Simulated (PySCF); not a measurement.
Ligands exchanged one at a time, Si F-OH. All species are isolated molecules in the gas phase. One relaxed conformer stands for each flexible species; it need not be the lowest. Strings in code marks are SMILES. All members: neutral, multiplicity 1. Level: TPSSh-D3(BJ)/def2-TZVP // B3LYP-D3(BJ)/def2-TZVP (PySCF), beside PBE-D3(BJ)/def2-TZVP // B3LYP-D3(BJ)/def2-TZVP (PySCF) at the same geometries. 

```csv
species,"HOMO–LUMO gap, PBE (eV)","HOMO–LUMO gap, TPSSh-D3(BJ) (eV)"
`O[Si](O)(O)O`,6.88,8.27
`O[Si](O)(O)F`,7.36,8.78
"`O[Si](O)(F)F` (H–O–Si–F torsion 43°, F–Si–O–H torsion 85°)",7.61,9.05
`O[Si](F)(F)F`,8.02,withheld
`F[Si](F)(F)F`,9.98,11.64
```

**Question.** Fit y = a + b·x, y being the HOMO–LUMO gap at the first level, to the 4 complete rows by least squares, with x = the PBE value in eV. Give a, b and the rms residual, and predict the withheld value.

**Answer.** Means of the 4 rows: x̄ = 7.9575, ȳ = 9.435 eV. Σ(x − x̄)² = 5.7293 and Σ(x − x̄)(y − ȳ) = 6.2401, so b = 1.089 and a = ȳ − b·x̄ = 0.769 eV. The rms residual is 0.006 eV. At x = 8.02 the line gives 9.50 eV. The run for `O[Si](F)(F)F` gave 9.47 eV, so the line is off by 0.03 eV, more than twice the rms residual.

Codes: PySCF.
